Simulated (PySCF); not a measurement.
Electric properties by functional and basis

Compound: ethyl formate, C3H6O2.
Bonds: C1–C2, C2–O3, O3–C4, C4–O5 (double). Hydrogens: H6, H7, H8 on C1; H9, H10 on C2; H11 on C4.

PySCF, dipoles from the SCF density, polarisabilities from static response with core orbitals frozen. Isolated species at its PBE0-D3(BJ)/def2-SVP geometry (one conformer only).

Reference polarisability: 6.880 Å³ (measured, gas; NIST CCCBDB Release 22 (SRD 101), experimental polarizabilities). The anisotropy is √(½[(α1 − α2)² + (α2 − α3)² + (α3 − α1)²]).

```tsv
level	μ (D)	α (Å³)	error (%)	anisotropy (Å³)
LDA/def2-SVPD	2.252	7.20	+4.6	2.78
PBE/def2-SVPD	2.213	7.13	+3.6	2.76
B3LYP/def2-SVPD	2.217	6.87	-0.1	2.52
PBE0/def2-SVPD	2.217	6.79	-1.3	2.49
BHandHLYP/def2-SVPD	2.230	6.57	-4.6	2.27
CAM-B3LYP/def2-SVPD	2.224	6.77	-1.6	2.40
wB97X-D/def2-SVPD	2.231	6.75	-1.9	2.39
LC-wPBE/def2-SVPD	2.221	6.62	-3.8	2.34
HF/def2-SVPD	2.274	6.25	-9.1	1.95
PBE0/6-31G*	2.066	5.54	-19.5	2.28
PBE0/def2-SVP	2.029	5.64	-18.0	2.23
PBE0/def2-TZVP	2.168	6.50	-5.6	2.45
```

For the polarisability, the smallest error is 0.1% (B3LYP/def2-SVPD) and the largest 19.5% (PBE0/6-31G*). The dipole runs from 2.03 D (PBE0/def2-SVP) to 2.27 D (HF/def2-SVPD). In one basis (def2-SVPD) the functionals order the polarisability from HF (lowest) to LDA (highest), a spread of 15%. With PBE0 the polarisability is 5.89 Å³ without diffuse functions (mean of 6-31G*, def2-SVP and def2-TZVP) and 6.79 Å³ with them (def2-SVPD). Measured values can belong to vibrating molecules and may average over conformers; the computed ones are for one fixed geometry.
